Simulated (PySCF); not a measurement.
# One shape, several levels: doublet C3H3N−

Aim: a comparison of 6 runs (U-r2SCAN/def2-SVPD, U-revPBE/def2-SVPD, UBLYP/def2-SVPD, UCAM-B3LYP/def2-SVPD, UM06-2X/def2-SVPD, UM06-L/def2-SVPD) of doublet C3H3N−. 

The calculation is run with PySCF 2.14.0.

1 further run of the same task is left out (set aside as unsound or not needed).

### 1 The structure to begin with

C3H3N− has 7 atoms, charge -1, and is taken as a doublet. SMILES of the parent species: `[H]/N=C/C#C`. Geometry: relaxed at PBE0-D4/def2-TZVP. That shape belongs to the parent species and isn't relaxed for this state.

Bond lengths: N2–C3 1.269 Å, C3–C4 1.429 Å, C4–C5 1.201 Å, H1–N2 1.019 Å, C3–H6 1.096 Å, C5–H7 1.065 Å. Angles: N2–C3–C4 121.8°, C3–C4–C5 176.6°, N2–C3–H6 123.7°, C4–C3–H6 114.5°, H1–N2–C3 110.0°, C4–C5–H7 178.7°.

### 2 A single-point energy at U-r2SCAN/def2-SVPD (run 1)

File calc.py:

```python
from pyscf import gto, dft

mol = gto.M(
    atom='''
H      1.590601    -3.807760     2.274040
N      0.194453    -2.890298     1.314909
C      0.938457    -0.701126     0.680887
C     -0.649461     0.997851    -0.690317
C     -1.882753     2.517455    -1.840952
H      2.818035     0.048566     1.123423
H     -3.009351     3.835350    -2.862009
''',
    charge=-1,
    verbose=3,
    spin=1,
    max_memory=1860,
    unit='bohr',
    basis='def2-svpd',
)

calc0 = dft.UKS(mol)
calc0.xc = 'r2scan'
calc0.conv_tol = 1e-10
calc0.grids.level = 5
calc0.kernel()
if not calc0.converged:
    calc0 = calc0.newton().run(calc0.mo_coeff, calc0.mo_occ)

e_final = calc0.e_tot
print('E(%s) = %.9f' % ('R2SCAN', e_final))
```

Started as:

```bash
OMP_NUM_THREADS=1 python calc.py
```

The program printed:

```text
WARN: HOMO -0.137580446032642 >= LUMO -0.137580446032644

converged SCF energy = -170.529668097471  <S^2> = 0.75732919  2S+1 = 2.0073158
E(R2SCAN) = -170.529668097
```

Wall time 1.8 min (1 thread of Arm Neoverse V2, shared host); peak memory 0.61 GiB.

### 3 The energy at U-revPBE/def2-SVPD (run 2)

File input.xyz:

```xyz
7
C3H3N
H      0.841710    -2.014980     1.203370
N      0.102900    -1.529480     0.695820
C      0.496610    -0.371020     0.360310
C     -0.343680     0.528040    -0.365300
C     -0.996310     1.332180    -0.974190
H      1.491240     0.025700     0.594490
H     -1.592480     2.029580    -1.514510
```

File input.py:

```python
from pyscf import gto, dft

mol = gto.M(
    atom='input.xyz',
    charge=-1,
    basis='def2-svpd',
    spin=1,
    verbose=3,
    max_memory=1860,
)

mf = dft.UKS(mol)
mf.xc = 'revpbe'
mf.conv_tol = 1e-10
mf.grids.level = 5
mf.kernel()
if not mf.converged:
    mf = mf.newton().run(mf.mo_coeff, mf.mo_occ)

e_final = mf.e_tot
print('Final energy', e_final)
```

Started as:

```bash
OMP_NUM_THREADS=1 python input.py
```

The program printed:

```text
WARN: HOMO -0.137387130132975 >= LUMO -0.137387130132976

converged SCF energy = -170.593323640859  <S^2> = 0.75278649  2S+1 = 2.0027845
Final energy -170.593323640859
```

Wall time 33 s (1 thread of Arm Neoverse V2, shared host); peak memory 0.55 GiB.

Runs 3 to 5 aren't shown in full; the table further down has their settings and results.

### 4 A single-point energy at UM06-L/def2-SVPD (run 6)

File calc.py:

```python
from pyscf import gto, dft

mol = gto.Mole()
mol.atom = '''
H      0.841710    -2.014980     1.203370
N      0.102900    -1.529480     0.695820
C      0.496610    -0.371020     0.360310
C     -0.343680     0.528040    -0.365300
C     -0.996310     1.332180    -0.974190
H      1.491240     0.025700     0.594490
H     -1.592480     2.029580    -1.514510
'''
mol.spin = 1
mol.charge = -1
mol.basis = 'def2-svpd'
mol.max_memory = 1860
mol.verbose = 4
mol.build()

mf = dft.UKS(mol, xc='m06-l')
mf.conv_tol = 1e-10
mf.grids.level = 5
mf.kernel()
if not mf.converged:
    mf = mf.newton().run(mf.mo_coeff, mf.mo_occ)

e_final = mf.e_tot
print('Final energy', e_final)
```

Started as:

```bash
OMP_NUM_THREADS=1 python calc.py
```

The program printed:

```text
PySCF version 2.14.0

[... 56 lines left out ...]
WARN: HOMO -0.139104227287072 >= LUMO -0.139104227287071
[... 62 lines left out ...]
converged SCF energy = -170.609150245104  <S^2> = 0.75535351  2S+1 = 2.0053464
Final energy -170.6091502451037
```

Run time: 96 s. Hardware: 1 thread of Arm Neoverse V2, shared host; peak memory 0.61 GiB.

### 5 Overview of the runs

```csv
run,level,energy (Eh),HOMO energy (eV),LUMO energy (eV),⟨S²⟩,wall time
1,U-r2SCAN/def2-SVPD,-170.529668,3.36,4.78,0.757,1.8 min
2,U-revPBE/def2-SVPD,-170.593324,3.63,4.42,0.753,33 s
3,UBLYP/def2-SVPD,-170.577179,3.69,4.42,0.753,35 s
4,UCAM-B3LYP/def2-SVPD,-170.544078,1.43,5.59,0.761,53 s
5,UM06-2X/def2-SVPD,-170.554160,1.77,5.04,0.759,87 s
6,UM06-L/def2-SVPD,-170.609150,3.49,4.61,0.755,96 s
```

### 6 What came out

| quantity | value |
| --- | --- |
| run 6: total energy | -170.60915 Eh |
| run 6: HOMO energy (highest over α and β) | 3.49 eV |
| run 6: LUMO energy (lowest over α and β) | 4.61 eV |
| run 6: ⟨S²⟩ | 0.755 |

Totals of different functionals can't be ranked against each other. In runs 1, 2, 3, 4, 5, 6 the HOMO lies above zero, so the outermost electron may be held by the basis alone. All runs together took 6.8 min, the longest 1.8 min.
